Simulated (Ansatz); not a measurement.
Dielectric constant ε0 (ions relaxed) of antifluorite Mg₂Si at several levels of theory

No measured value is used here.

```csv
level (code),value,cell (Å³/atom)
LDA (Ansatz),22.8,20.44
PBE (Ansatz),23.4,21.49
PBEsol (Ansatz),23.0,21.10
```

Each level is taken at its own relaxed cell. Ansatz's density-functional and Hartree–Fock values are scalar-relativistic unless marked +SOC, with PAW data made under PBE.

Ansatz is an electronic-structure program.
